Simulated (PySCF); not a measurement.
Calculation: PySCF with PBE-D3(BJ)/def2-TZVP. All species are isolated molecules in the gas phase. 

Reference species (SMILES): `C[O]` (neutral, multiplicity 2).

| Quantity | Value |
|---|---|
| highest occupied spin orbital | -5.95 eV |

Changed species: `O=[C][SiH3]` (radical fragment; the reference has radical fragment).

Task: What does the change do to the highest occupied spin orbital?

Result: the highest occupied spin orbital rises by 1.70 eV, to -4.25 eV.
